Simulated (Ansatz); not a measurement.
A run of Ansatz (development build ahead of 0.2.0) on singlet HNO at this shape:

```yaml
atoms:
  - { symbol: N, position_ang: [0.0000, 0.3932, -0.3554] }
  - { symbol: H, position_ang: [0.0000, 1.1982, 0.2123] }
  - { symbol: O, position_ang: [0.0000, -0.4938, 0.2845] }
```

Its results:

```
Converged                       : yes
Total energy                    : -127.99981 hartree
Spin squared of the determinant : 0.000
```

(1) Which input gives this output? Name the method, the orbitals and the basis set, and write the input.

## Answers

(1) RHF in STO-3G. An unrestricted run that stays on the closed shell gives the same numbers.

```yaml
crystal:
  periodic: [false, false, false]
  atoms:
    - { symbol: "N", position_ang: [0.0, 0.39321, -0.35545] }
    - { symbol: H, position_ang: [0.0, 1.19822, 0.2123] }
    - { symbol: O, position_ang: [0.0, -0.49383, 0.28448] }
basis:
  gaussian: { orbitals: STO-3G }
hamiltonian:
  xc: hf
```

Caution: no unrestricted run beside it, a lower state can exist.
